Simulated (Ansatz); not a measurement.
Basis-set extrapolation for C₃H₃F₃ (`FCC=C(F)F`) (PBE0-D4/def2-TZVP geometry, frozen core, the Gaussian-basis code of Ansatz). Multiplicity 1, RHF reference.

```
                      def2-TZVPP   def2-QZVPP
                 HF  -413.807364  -413.825444
    MP2 correlation    -1.220193    -1.324037
CCSD(T) correlation    -1.284808      not run
```

Energies in hartree. Use E(X) = E(∞) + A·exp(−7.88·√X) for Hartree–Fock and E(X) = E(∞) + B·X^(−2.97) for correlation, with X = 3 and 4, and add CCSD(T) minus MP2 of the smaller set to the MP2 limit.

What is the CCSD(T) energy at the basis-set limit?

HF limit: -413.825444 + (-0.018080) × 0.13774 = -413.82793. MP2 limit: -1.324037 + (-0.103844) × 0.74074 = -1.40096. Higher-order term: -1.284808 − (-1.220193) = -0.06461. Total: -415.29350 hartree, 528.6 kJ/mol below CCSD(T)/def2-TZVPP.
